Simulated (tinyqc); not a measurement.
RHF in the sto-6g basis, for H2O, spin multiplicity 1, step by step. One step of it, computed by the program tinyqc.

Problem. Iteration 2: diagonalisation and new density. Diagonalise F' = X^T F X, C = X C', fill 5 alpha and 5 beta electrons from the bottom; D = 2 C_occ C_occ^T. Each column has its largest component positive (the first on a tie).

Fock matrix F (hartree), order 1O 1s, 1O 2s, 1O 2px, 1O 2py, 1O 2pz, 2H 1s, 3H 1s:
$$\begin{pmatrix}
-20.513578 & -4.967111 & 0.000000 & 0.000000 & -0.028548 & -0.869688 & -0.869688 \\
-4.967111 & -2.271207 & 0.000000 & 0.000000 & -0.060583 & -0.807203 & -0.807203 \\
0.000000 & 0.000000 & -0.379638 & 0.000000 & 0.000000 & 0.000000 & 0.000000 \\
0.000000 & 0.000000 & 0.000000 & -0.243825 & 0.000000 & -0.383005 & 0.383005 \\
-0.028548 & -0.060583 & 0.000000 & 0.000000 & -0.312223 & -0.277773 & -0.277773 \\
-0.869688 & -0.807203 & 0.000000 & -0.383005 & -0.277773 & -0.427387 & -0.220949 \\
-0.869688 & -0.807203 & 0.000000 & 0.383005 & -0.277773 & -0.220949 & -0.427387
\end{pmatrix}$$

X, order 1O 1s, 1O 2s, 1O 2px, 1O 2py, 1O 2pz, 2H 1s, 3H 1s:
$$\begin{pmatrix}
-0.338187 & 0.000000 & 0.738968 & 0.000000 & -0.606246 & 0.000000 & 0.188854 \\
1.057693 & 0.000000 & -0.259055 & 0.000000 & -0.267498 & 0.000000 & 0.465587 \\
0.000000 & 0.000000 & 0.000000 & 1.000000 & 0.000000 & 0.000000 & 0.000000 \\
0.000000 & 0.899149 & 0.000000 & 0.000000 & 0.000000 & 0.661912 & 0.000000 \\
0.422128 & 0.000000 & 0.656224 & 0.000000 & 0.662754 & 0.000000 & 0.186402 \\
-0.665799 & -0.760401 & -0.185416 & 0.000000 & 0.151593 & 0.391345 & 0.380945 \\
-0.665799 & 0.760401 & -0.185416 & 0.000000 & 0.151593 & -0.391345 & 0.380945
\end{pmatrix}$$

Give: F' = X^T F X; orbital energies; coefficients C; D after iteration 2.

Solution.

F' = X^T F X (hartree):
$$\begin{pmatrix}
-0.2072 & 0.0000 & 2.2179 & 0.0000 & -1.7556 & 0.0000 & 0.5340 \\
0.0000 & 0.6116 & 0.0000 & 0.0000 & 0.0000 & 0.0938 & 0.0000 \\
2.2179 & 0.0000 & -9.1820 & 0.0000 & 8.7594 & 0.0000 & -4.2742 \\
0.0000 & 0.0000 & 0.0000 & -0.3796 & 0.0000 & 0.0000 & 0.0000 \\
-1.7556 & 0.0000 & 8.7594 & 0.0000 & -9.0965 & 0.0000 & 4.4015 \\
0.0000 & 0.0938 & 0.0000 & 0.0000 & 0.0000 & -0.5669 & 0.0000 \\
0.5340 & 0.0000 & -4.2742 & 0.0000 & 4.4015 & 0.0000 & -3.2109
\end{pmatrix}$$

orbital energies (hartree): MO1 -20.5167, MO2 -1.1908, MO3 -0.5743, MO4 -0.4230, MO5 -0.3796, MO6 0.4340, MO7 0.6190

coefficients C, order 1O 1s, 1O 2s, 1O 2px, 1O 2py, 1O 2pz, 2H 1s, 3H 1s:
$$\begin{pmatrix}
0.9968 & -0.2241 & 0.0000 & 0.0800 & 0.0000 & 0.1160 & 0.0000 \\
0.0146 & 0.8653 & 0.0000 & -0.4336 & 0.0000 & -0.7330 & 0.0000 \\
0.0000 & 0.0000 & 0.0000 & 0.0000 & 1.0000 & 0.0000 & 0.0000 \\
0.0000 & 0.0000 & 0.5890 & 0.0000 & 0.0000 & 0.0000 & 0.9485 \\
0.0024 & 0.0764 & 0.0000 & 0.8133 & 0.0000 & -0.6446 & 0.0000 \\
-0.0030 & 0.1634 & 0.4501 & 0.2824 & 0.0000 & 0.7344 & -0.7272 \\
-0.0030 & 0.1634 & -0.4501 & 0.2824 & 0.0000 & 0.7344 & 0.7272
\end{pmatrix}$$

D after iteration 2, order 1O 1s, 1O 2s, 1O 2px, 1O 2py, 1O 2pz, 2H 1s, 3H 1s:
$$\begin{pmatrix}
2.1004 & -0.4280 & 0.0000 & 0.0000 & 0.1007 & -0.0340 & -0.0340 \\
-0.4280 & 1.8738 & 0.0000 & 0.0000 & -0.5730 & 0.0379 & 0.0379 \\
0.0000 & 0.0000 & 2.0000 & 0.0000 & 0.0000 & 0.0000 & 0.0000 \\
0.0000 & 0.0000 & 0.0000 & 0.6938 & 0.0000 & 0.5302 & -0.5302 \\
0.1007 & -0.5730 & 0.0000 & 0.0000 & 1.3346 & 0.4843 & 0.4843 \\
-0.0340 & 0.0379 & 0.0000 & 0.5302 & 0.4843 & 0.6180 & -0.1922 \\
-0.0340 & 0.0379 & 0.0000 & -0.5302 & 0.4843 & -0.1922 & 0.6180
\end{pmatrix}$$
